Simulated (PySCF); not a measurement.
Gas-phase reaction: BH₂F + BF → 2 BH + F₂

Method: PySCF energies (xtb for GFN2) plus ideal-gas RRHO corrections (1 bar). † marks an energy on the PBE0/def2-TZVP geometry and frequencies; other levels use their own. CCSD(T) freezes the core. 6-31G* has spherical d functions here. All species are closed-shell singlets. BH₂F: computed as isolated molecules; such fragments, hydroxides, amides, oligomers or adducts are transient or little studied in the gas. CCSD(T) isn't extrapolated to the basis-set limit; its ΔH°(298 K) is 1293.5 kJ in def2-SVP and 1285.1 kJ in def2-TZVPP. The harmonic model lacks anharmonicity and excited electronic states, which grow with temperature; levels with a mode under 35 cm⁻¹ are left out.

```
level                ΔE electronic, kJ  ΔH°(298 K), kJ  ΔS°(298 K), J/K  ΔG°(1600 K), kJ
-------------------  -----------------  --------------  ---------------  ---------------
CCSD(T)/def2-TZVPP†               1311            1285              123             1074
GFN2-xTB                          1248            1226              122             1016
HF/6-31G*                         1343            1316              122             1105
PBE/def2-SVP                      1356            1330              123             1118
PBE0/def2-QZVP†                   1362            1336              123             1125
PBE0/def2-TZVP                    1358            1332              123             1121
r2SCAN/def2-TZVP†                 1374            1348              123             1137
```
ΔH° is lowest at GFN2-xTB and highest at r2SCAN/def2-TZVP†. No reference value is set beside these.
